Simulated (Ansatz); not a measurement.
**PH+ (doublet): from Hartree-Fock to the top rungs at distance P1–H2 = 1.779 Å, cc-pVTZ**

How much of the correlation energy of PH+ (doublet) does each wave-function method recover here?

Computed with Ansatz 0.2.0, Gaussian basis. Level: cc-pVTZ, core rule «outside noble gas», up to 5 orbitals frozen.

The runs, in order: UHF; CCSD(T) on ROHF; CCSD(T) on UHF; BCCD(T) on ROHF; CISD; CCSDT(Q) on ROHF; CCSDT(Q) on UHF; CASSCF and MRCISD+Q, 3 electrons in 3 orbitals; CASSCF and NEVPT2, 3 electrons in 3 orbitals; CASSCF and MRCISD+Q, 5 electrons in 5 orbitals; CASSCF and NEVPT2, 5 electrons in 5 orbitals; Full CI.

27 further runs of the same task are left out: 1 for a known fault of the program, 20 that didn't finish, 6 set aside as unsound or not needed.

## (1) What is computed

The geometry derives from a PBE0/def2-TZVP stationary point (not a proven minimum). One bond is set to the value named and the two fragments are kept rigid.

2 atoms, charge 1, spin multiplicity 2.

Atoms are counted from 1 here; the program's logs count them from 0.

No contacts short enough for the rule that draws bonds.

Geometry (Å):

```csv
atom,x (Å),y (Å),z (Å)
P1,0.0000,0.0000,0.0000
H2,0.0000,0.0000,1.7790
```

## (2) UHF

The input, in.yaml:

```yaml
crystal:
  periodic: [false, false, false]
  atoms:
    - {symbol: P, position_ang: [0.000000, 0.000000, 0.000000]}
    - {symbol: H, position_ang: [0.000000, 0.000000, 1.779000]}
basis:
  gaussian: {orbitals: cc-pVTZ}
total_charge: 1
magnetization: {spin_polarized: true, initial_magnetization: 1}
hamiltonian: {xc: hf}
output: {orbitals: {seedname: orbitals}}
```

Launch:

```console
$ ansatz run in.yaml --threads 1 --pin off --events-out ev --progress --plain --max-ram 2393MiB
```

After this run come: CCSD(T) on ROHF; CCSD(T) on UHF; BCCD(T) on ROHF; CISD; CCSDT(Q) on ROHF; CCSDT(Q) on UHF; CASSCF and MRCISD+Q, 3 electrons in 3 orbitals; CASSCF and NEVPT2, 3 electrons in 3 orbitals; CASSCF and MRCISD+Q, 5 electrons in 5 orbitals; CASSCF and NEVPT2, 5 electrons in 5 orbitals; Full CI.

Before running them: what should the planned runs give, taken together? Wanted: FCI below the RHF energy; RMP2 from FCI; UMP2 from FCI; RCCSD from FCI; RCCSD(T) from FCI; UCCSD(T) from FCI; RCCSDT(Q) from FCI; UCCSDT(Q) from FCI; NEVPT2 pair from FCI.

The runs gave:

| quantity | value |
| --- | --- |
| FCI below the RHF energy | -3.5858 eV |
| RMP2 from FCI | +86.6 kJ/mol |
| UMP2 from FCI | +88.0 kJ/mol |
| RCCSD from FCI | +13.4 kJ/mol |
| RCCSD(T) from FCI | +2.8 kJ/mol |
| UCCSD(T) from FCI | +2.8 kJ/mol |
| RCCSDT(Q) from FCI | 0.0 kJ/mol |
| UCCSDT(Q) from FCI | -0.1 kJ/mol |
| NEVPT2 pair from FCI | +69.1 kJ/mol |
| MRCISD+Q pair from FCI | -2.6 kJ/mol |
| NEVPT2 valence from FCI | +58.8 kJ/mol |
| levels within 1 kcal/mol (43 meV) | RCCSD(T), UCCSD(T), BCCD(T), RCCSDT, UCCSDT, RCCSDT(Q), UCCSDT(Q), MRCISD+Q pair, MRCISD+Q valence |
| T1 diagnostic | 0.024 |
| effectively unpaired electrons | 1.09 |

RCCSD(T) misses by +2.8 kJ/mol, 0.8 % of the correlation energy. MRCISD+Q pair falls below full CI: the +Q correction isn't variational, and the cores differ from full CI's. One determinant dominates. Of the multireference levels listed MRCISD+Q valence comes nearest in total energy (+1.0 kJ/mol), which doesn't show that its space is the better one. These misses are within one basis, not against nature; the frozen cores of restricted and unrestricted runs differ, which can shift their rows.
